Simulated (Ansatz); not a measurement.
# N2H3 (hydrazinyl radical) at 6 levels

Aim: a comparison of 6 runs (UHF/def2-TZVP, U-r2SCAN/def2-TZVP, UB3LYP/def2-TZVP, UBLYP/def2-TZVP, UPBE/def2-TZVP, USVWN5/def2-TZVP) of N2H3 (hydrazinyl radical). 

Program for the calculation: Ansatz 0.2.0.

28 further runs of the same task are left out: 28 set aside as unsound or not needed.

## 1. The structure to begin with

N2H3 has 5 atoms, charge 0, and is taken as a doublet. As SMILES, `[NH]N`. The N1–N2 distance was set to 1.739 Å, away from the relaxed value.

Bond lengths: N1–H3 1.021 Å, N2–H4 1.008 Å, N2–H5 1.012 Å. Angles: H4–N2–H5 114.6°. A long bond or contact: N1–N2 1.739 Å.

## 2. A single-point energy at UHF/def2-TZVP (run 1)

Contents of job.yaml:

```yaml
crystal:
  periodic: [false, false, false]
  atoms:
    - symbol: N
      position_ang: [-0.205284, -1.134179, 0.700811]
    - symbol: "N"
      position_ang: [-0.128660, 0.235610, -0.368450]
    - symbol: H
      position_ang: [0.742156, -1.267579, 1.058041]
    - symbol: H
      position_ang: [-1.030950, 0.592300, -0.640030]
    - symbol: H
      position_ang: [0.587360, 0.941580, -0.256830]
basis:
  gaussian: {orbitals: def2-TZVP}
magnetization: {spin_polarized: true, initial_magnetization: 1}
hamiltonian: {xc: hf}
accuracy: high
output: {orbitals: {seedname: orbitals}}
```

Run with:

```sh
$ ansatz run job.yaml --threads 1 --pin off --max-ram 3480MiB --events-out events.jsonl --progress --plain --runs-dir runs
```

What it wrote:

```text
Warning: RAYON_NUM_THREADS=1 ignored (pool sized by the plan → 1); use --threads N
Functional definition: HF
  name "HF"
  exchange = exact_x
  correlation = 0
1406 factors; integrals over basis functions are off by at most 2.9e-9 eV
mean field evaluation 1: about -3006.6057 eV, gradient 1.5e1 eV
mean field evaluation 2: about -3006.6063 eV, gradient 1.5e1 eV
mean field evaluation 4: about -3008.0772 eV, gradient 3.0e0 eV
mean field evaluation 8: about -3008.3232 eV, gradient 4.7e-1 eV
mean field evaluation 16: about -3008.3964 eV, gradient 1.6e-2 eV
mean field -3008.39644191 eV, -110.5565300758 hartree, gradient 1.8e-8 eV, S^2 0.919337; 0 other end points of the search recorded, 0 dependent functions left out
reference -3008.39644191 eV, -110.5565300758 hartree; 9, 8 occupied and 71, 72 virtual orbitals, 1406 factors
Total energy: -3008.39644191 eV, -110.5565300758 hartree
```

It took 1.5 s on 1 thread of Arm Neoverse V1, shared host; peak memory 0.16 GiB.

## 3. The energy at U-r2SCAN/def2-TZVP (run 2)

Contents of molecule.yaml:

```yaml
crystal:
  periodic: [false, false, false]
  atoms:
    - {symbol: N, position_ang: [-0.205284, -1.134179, 0.700811]}
    - {symbol: N, position_ang: [-0.128660, 0.235610, -0.368450]}
    - {symbol: H, position_ang: [0.742156, -1.267579, 1.058041]}
    - {symbol: H, position_ang: [-1.030950, 0.592300, -0.640030]}
    - {symbol: H, position_ang: [0.587360, 0.941580, -0.256830]}
basis:
  gaussian: {orbitals: def2-TZVP}
magnetization: {spin_polarized: true, initial_magnetization: 1}
hamiltonian: {xc: {name: r2SCAN}}
accuracy: high
output: {orbitals: {seedname: orbitals}}
```

Run with:

```sh
$ ansatz run molecule.yaml --threads 1 --pin off --max-ram 3480MiB --events-out events.jsonl --progress --plain --runs-dir runs
```

What it wrote:

```text
Warning: RAYON_NUM_THREADS=1 ignored (pool sized by the plan → 1); use --threads N
Functional definition: r2SCAN
  name "r2SCAN"
  parameter k0 = 0.174
  parameter k1 = 0.065
  parameter a1 = 4.9479
  exchange = r2scan_x(k0 = k0, k1 = k1, a1 = a1)
  correlation = r2scan_c
1406 factors; integrals over basis functions are off by at most 2.9e-9 eV
mean field evaluation 1: about -3020.3850 eV, gradient 3.3e1 eV
mean field evaluation 2: about -3011.8004 eV, gradient 5.2e1 eV
mean field evaluation 4: about -3024.6017 eV, gradient 3.0e0 eV
mean field evaluation 8: about -3024.6461 eV, gradient 1.8e-1 eV
mean field evaluation 16: about -3024.6463 eV, gradient 1.5e-4 eV
mean field -3024.64625652 eV, -111.1536997482 hartree, gradient 4.3e-8 eV, S^2 0.756599; 0 other end points of the search recorded, 0 dependent functions left out
reference -3024.64625809 eV, -111.1536998060 hartree; 9, 8 occupied and 71, 72 virtual orbitals, 1406 factors
Total energy: -3024.64625809 eV, -111.1536998060 hartree
```

It took 7.8 s on 1 thread of Arm Neoverse V1, shared host; peak memory 0.24 GiB.

## 4. The energy at UB3LYP/def2-TZVP (run 3)

Contents of job.yaml:

```yaml
crystal:
  periodic: [false, false, false]
  atoms:
    - {symbol: "N", position_ang: [-0.205284, -1.134179, 0.700811]}
    - {symbol: N, position_ang: [-0.128660, 0.235610, -0.368450]}
    - {symbol: H, position_ang: [0.742156, -1.267579, 1.058041]}
    - {symbol: H, position_ang: [-1.030950, 0.592300, -0.640030]}
    - {symbol: H, position_ang: [0.587360, 0.941580, -0.256830]}
basis:
  gaussian: {orbitals: def2-TZVP}
magnetization: {spin_polarized: true, initial_magnetization: 1}
hamiltonian: {xc: {name: B3LYP}}
accuracy: high
output: {orbitals: {seedname: orbitals}}
```

Run with:

```sh
$ ansatz run job.yaml --threads 1 --pin off --max-ram 3480MiB --events-out events.jsonl --progress --plain --runs-dir runs
```

What it wrote:

```text
Warning: RAYON_NUM_THREADS=1 ignored (pool sized by the plan → 1); use --threads N
Functional definition: B3LYP
  name "B3LYP"
  parameter a0 = 0.2
  parameter ax = 0.72
  parameter ac = 0.81
  exchange = (1 - a0 - ax)*slater_x + ax*b88_x + a0*exact_x
  correlation = (1 - ac)*vwn_rpa_c + ac*lyp_c
1406 factors; integrals over basis functions are off by at most 2.9e-9 eV
mean field evaluation 1: about -3022.5183 eV, gradient 3.2e1 eV
mean field evaluation 2: about -3017.5857 eV, gradient 4.5e1 eV
mean field evaluation 4: about -3026.4286 eV, gradient 1.8e0 eV
mean field evaluation 8: about -3026.4531 eV, gradient 1.7e-1 eV
mean field evaluation 16: about -3026.4539 eV, gradient 2.9e-4 eV
mean field -3026.45390309 eV, -111.2201295343 hartree, gradient 6.0e-8 eV, S^2 0.755503; 0 other end points of the search recorded, 0 dependent functions left out
reference -3026.45393473 eV, -111.2201306970 hartree; 9, 8 occupied and 71, 72 virtual orbitals, 1406 factors
Total energy: -3026.45393473 eV, -111.2201306970 hartree
```

Run time: 5.4 s. Hardware: 1 thread of Arm Neoverse V1, shared host; peak memory 0.21 GiB.

Runs 4 to 5 aren't shown in full; the table further down has their settings and results.

## 5. The energy at USVWN5/def2-TZVP (run 6)

Contents of job.yaml:

```yaml
crystal:
  periodic: [false, false, false]
  atoms:
    - symbol: N
      position_ang: [-0.205284, -1.134179, 0.700811]
    - symbol: "N"
      position_ang: [-0.128660, 0.235610, -0.368450]
    - symbol: H
      position_ang: [0.742156, -1.267579, 1.058041]
    - symbol: H
      position_ang: [-1.030950, 0.592300, -0.640030]
    - symbol: H
      position_ang: [0.587360, 0.941580, -0.256830]
basis:
  gaussian: {orbitals: def2-TZVP}
magnetization: {spin_polarized: true, initial_magnetization: 1}
hamiltonian: {xc: {name: SVWN5}}
accuracy: high
output: {orbitals: {seedname: orbitals}}
```

Run with:

```sh
$ ansatz run job.yaml --threads 1 --pin off --max-ram 3480MiB --events-out events.jsonl --progress --plain --runs-dir runs
```

What it wrote:

```text
Warning: RAYON_NUM_THREADS=1 ignored (pool sized by the plan → 1); use --threads N
Functional definition: SVWN5
  name "SVWN5"
  exchange = slater_x
  correlation = vwn5_c
1406 factors; integrals over basis functions are off by at most 2.9e-9 eV
mean field evaluation 1: about -2995.7394 eV, gradient 3.8e1 eV
mean field evaluation 2: about -2978.6912 eV, gradient 6.7e1 eV
mean field evaluation 4: about -3001.2775 eV, gradient 4.3e0 eV
mean field evaluation 8: about -3001.3663 eV, gradient 1.3e-1 eV
mean field evaluation 16: about -3001.3664 eV, gradient 3.9e-5 eV
mean field -3001.36642253 eV, -110.2981816289 hartree, gradient 3.9e-8 eV, S^2 0.752870; 0 other end points of the search recorded, 0 dependent functions left out
reference -3001.36642513 eV, -110.2981817244 hartree; 9, 8 occupied and 71, 72 virtual orbitals, 1406 factors
Total energy: -3001.36642513 eV, -110.2981817244 hartree
```

Wall time 2.1 s (1 thread of Arm Neoverse V1, shared host); peak memory 0.16 GiB.

## 6. The series

```csv
run,level,energy (Eh),HOMO energy (eV),LUMO energy (eV),⟨S²⟩,wall time
1,UHF/def2-TZVP,-110.556530,-10.65,3.37,0.919,1.5 s
2,U-r2SCAN/def2-TZVP,-111.153700,-5.84,-2.98,0.757,7.8 s
3,UB3LYP/def2-TZVP,-111.220131,-6.81,-2.65,0.756,5.4 s
4,UBLYP/def2-TZVP,-111.195888,-5.30,-3.53,0.753,3.6 s
5,UPBE/def2-TZVP,-111.089459,-5.39,-3.56,0.753,3.9 s
6,USVWN5/def2-TZVP,-110.298182,-5.43,-4.00,0.753,2.1 s
```

## 7. Summary of results

```
                                 quantity          value
                      run 6: total energy  -110.29818 Eh
run 6: HOMO energy (highest over α and β)       -5.43 eV
 run 6: LUMO energy (lowest over α and β)       -4.00 eV
                              run 6: ⟨S²⟩          0.753
```

In words: Totals of different functionals can't be ranked against each other. Spin contamination of the reference: run 1 ⟨S²⟩ = 0.92. All runs together took 24 s, the longest 7.8 s.
